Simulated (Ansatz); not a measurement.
`OCC#CS` from Hartree–Fock to CCSD(T)

| atom | x (Å) | y (Å) | z (Å) |
| --- | --- | --- | --- |
| O1 | 0.6957 | 2.0133 | -0.1664 |
| C2 | 0.5510 | 0.8061 | -0.8844 |
| C3 | -0.0177 | -0.2835 | -0.1094 |
| C4 | -0.4741 | -1.1795 | 0.5592 |
| S5 | -0.9826 | -2.4695 | 1.4996 |
| H6 | 1.1162 | 1.8102 | 0.6736 |
| H7 | -0.0989 | 1.0332 | -1.7339 |
| H8 | 1.5122 | 0.4706 | -1.3000 |
| H9 | -2.3018 | -2.2009 | 1.4618 |

Charge 0, multiplicity 1. The structure was optimised at the PBE0-D4/def2-TZVP level. It is one conformer, not always the lowest. Frozen core, restricted reference, Ansatz 0.2.0. CBS rows extrapolate triple and quadruple zeta; past MP2 they add the triple-zeta difference.

```csv
basis,HF (Eh),MP2 corr.,CCSD corr.,(T),CCSD(T) total
def2-SVP,?,-0.70134,-0.74120,-0.02540,?
def2-TZVPP,?,-0.88205,?,?,?
def2-QZVPP,-588.35615,-0.94729,–,–,–
CBS(def2),-588.35884,-0.99562,-1.02620,as TZ,-589.42782
```

Problem. Fill in the withheld values. (Estimate.)

Solution. The calculation gave: def2-SVP HF (Eh): -587.97209; def2-SVP CCSD(T) total: -588.73869; def2-TZVPP HF (Eh): -588.33657; def2-TZVPP CCSD corr.: -0.91263; def2-TZVPP (T): -0.04278; def2-TZVPP CCSD(T) total: -589.29198.
